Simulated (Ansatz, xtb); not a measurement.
# Ranking isomers of C2H7Si−

3 gas-phase structures of C2H7Si−, found in a search over its isomers (lower ones may exist). Each was relaxed with GFN2-xTB:

A. `C[CH-][SiH3]`, a singlet
B. `[CH2-][SiH2]C`, a singlet
C. `CC[SiH2-]`, a singlet

Question: Which do you expect lowest at r2SCAN-D4/def2-SVPD, and how would the others follow?

Answer: Calculated order at r2SCAN-D4/def2-SVPD: C (0.000), B (0.098), A (0.591) eV.

Energies above the lowest of each column, in eV; the last columns are at B3LYP-D3(BJ)/def2-SVPD geometries:

```
structure  GFN2-xTB  HF/STO-3G  r2SCAN-D4/def2-SVPD  B3LYP-D3(BJ)/def2-SVPD  CCSD(T)/def2-SVPD + ΔMP2/def2-TZVPPD
        C     0.360      0.000                0.000                   0.000                                 0.000
        B     0.317      0.896                0.098                   0.302                                 0.141
        A     0.000      1.324                0.591                   0.767                                 0.754
```

CCSD(T)/def2-SVPD + ΔMP2/def2-TZVPPD puts C lowest; GFN2-xTB picks A. Flexible structures stand in one conformer each, not always the lowest. The ΔMP2 step shifts differences by up to 0.210 eV, which makes them less sure. ΔMP2 is the change of the MP2 energy from the smaller to the larger basis.

Programs: Ansatz 0.2.0, xtb 6.7.1.
